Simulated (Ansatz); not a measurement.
**C3H6O2: how energies converge with the basis set**

Aim: see how fast density functionals converge with the basis set for C3H6O2.

Computed with Ansatz 0.2.0, Gaussian basis. Level: one geometry, several basis sets.

Levels to be run: PBE0-D4/def2-SVP; ωB97M-V/def2-SVP; PBE0-D4/def2-QZVPP; ωB97M-V/def2-QZVPP; the functionals' def2-TZVPP values are taken from earlier runs.

### 1 Structure used throughout

The geometry comes from an earlier relaxation with PBE0-D4 in a triple-zeta def2 set; it is a stationary point, not always the lowest conformer.

SMILES `CC=C(O)O`, 11 atoms, charge 0, spin multiplicity 1.

Atoms are counted from 1 here; the program's logs count them from 0.

Bond lengths: C1–C2 1.492 Å, C1–H6 1.096 Å, C1–H7 1.094 Å, C1–H8 1.096 Å, C2–C3 1.331 Å, C2–H9 1.082 Å, C3–O4 1.344 Å, C3–O5 1.355 Å, O4–H10 0.963 Å, O5–H11 0.962 Å. Angles: C2–C1–H6 112.5°, C2–C1–H7 111.2°, C2–C1–H8 113.2°, H6–C1–H7 106.9°, H6–C1–H8 106.9°, H7–C1–H8 105.8°, C1–C2–C3 125.1°, C1–C2–H9 118.8°, C3–C2–H9 116.1°, C2–C3–O4 122.8°, C2–C3–O5 126.8°, O4–C3–O5 110.4°, C3–O4–H10 107.8°, C3–O5–H11 108.9°.

### 2 PBE0-D4 in def2-SVP

in.yaml

```yaml
crystal:
  periodic: [false, false, false]
  atoms:
    - {symbol: C, position_ang: [-0.978589, -0.519694, 1.040314]}
    - {symbol: C, position_ang: [0.330700, 0.079548, 0.650082]}
    - {symbol: C, position_ang: [0.699673, 0.368037, -0.595853]}
    - {symbol: O, position_ang: [1.878279, 0.943058, -0.891802]}
    - {symbol: O, position_ang: [-0.018946, 0.153908, -1.724754]}
    - {symbol: H, position_ang: [-0.880818, -1.558162, 1.375669]}
    - {symbol: H, position_ang: [-1.439410, 0.037644, 1.861059]}
    - {symbol: H, position_ang: [-1.713951, -0.515957, 0.227865]}
    - {symbol: H, position_ang: [1.052315, 0.304701, 1.424642]}
    - {symbol: H, position_ang: [1.963313, 0.964623, -1.850338]}
    - {symbol: H, position_ang: [-0.827266, -0.314607, -1.496286]}
basis:
  gaussian: {orbitals: def2-SVP}
hamiltonian: {xc: pbe0, dispersion: d4}
output: {orbitals: {seedname: orbitals}}
```

Run with:

```
ansatz run in.yaml --threads 4 --pin off --events-out ev --progress --plain --max-ram 10444MiB
```

Further steps of the session: ωB97M-V in def2-SVP; PBE0-D4 in def2-QZVPP; ωB97M-V in def2-QZVPP.

Q: Predict the results of all the runs planned. Wanted: PBE0-D4: double and triple zeta above quadruple; ωB97M-V: double and triple zeta above quadruple.

As calculated:

| quantity | value |
| --- | --- |
| PBE0-D4: double and triple zeta above quadruple | 8.88, 0.41 eV |
| ωB97M-V: double and triple zeta above quadruple | 9.17, 0.40 eV |

**Reading.** For PBE0-D4 the step from double to triple zeta gains 8.47 eV and the next only 0.41 eV. Total energies overstate the basis error of differences, where much of it tends to cancel. The LUMO of ωB97M-V is positive and keeps falling with the basis (3.05 to 1.59 eV): an unbound level that the basis holds in place.
